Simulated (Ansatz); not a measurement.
**BHO (singlet): wave-function methods side by side, 6-31G**

An exercise on one series of results from a longer session: the logs are not shown, and one member is left open.

Computed with Ansatz 0.2.0, Gaussian basis. Level: 6-31G, core rule «outside noble gas», up to 2 orbitals frozen.

The runs, in order: UHF; CCSD(T) on RHF; BCCD(T) on RHF; CISD; CCSDT(Q) on RHF; CISDTQ; CCSDTQ on RHF; CASSCF and MRCISD+Q, 10 electrons in 9 orbitals; CASSCF and NEVPT2, 10 electrons in 9 orbitals; Full CI.

5 further runs of the same task are left out: 5 set aside as unsound or not needed.

### The geometry

The geometry is a PBE0/def2-TZVP stationary point (not a proven minimum).

3 atoms, charge 0, spin multiplicity 1.

Atoms are counted from 1 here; the program's logs count them from 0.

Bond lengths: B1–O2 1.272 Å, O2–H3 0.952 Å. Angles: B1–O2–H3 180.0°.

The first run:

Contents of in.yaml:

```yaml
crystal:
  periodic: [false, false, false]
  atoms:
    - {symbol: B, position_ang: [0.000000, 0.000000, 1.165459]}
    - {symbol: O, position_ang: [0.000000, 0.000000, -0.106612]}
    - {symbol: H, position_ang: [0.000000, 0.000000, -1.058847]}
basis:
  gaussian: {orbitals: 6-31G}
magnetization: {spin_polarized: true, initial_magnetization: 0}
hamiltonian: {xc: hf}
output: {orbitals: {seedname: orbitals}}
```

Launch:

```sh
> ansatz run in.yaml --threads 1 --pin off --events-out ev --progress --plain --max-ram 2393MiB
```

Among the steps run: UHF; CCSD(T) on RHF; BCCD(T) on RHF; CISD; CCSDT(Q) on RHF; CISDTQ; CCSDTQ on RHF; CASSCF and MRCISD+Q, 10 electrons in 9 orbitals; CASSCF and NEVPT2, 10 electrons in 9 orbitals; Full CI.

One of the session's tables, all rows but one given; the rest of the session is left out.

```
          method  from FCI (meV)
             RHF         +4972.1
            RMP2          +543.4
            CISD               ?
           RCCSD          +144.8
        RCCSD(T)           +25.3
         BCCD(T)           +19.7
          RCCSDT           +15.9
          CISDTQ           +22.7
       RCCSDT(Q)            -1.4
         RCCSDTQ            -0.3
  CASSCF valence         +1465.6
  NEVPT2 valence          +721.7
  MRCISD valence          +187.3
MRCISD+Q valence          +143.0
             FCI               0
```

Estimate the missing values for CISD.

As computed: from FCI (meV): +455.8. In the column «from FCI (meV)» it lies between MRCISD valence (+187.3) and RMP2 (+543.4).

With the free atoms at the same levels and basis (separate runs), the atomisation energy is 9.197 eV at FCI, 9.178 eV at RCCSD(T), 6.963 eV at RHF.
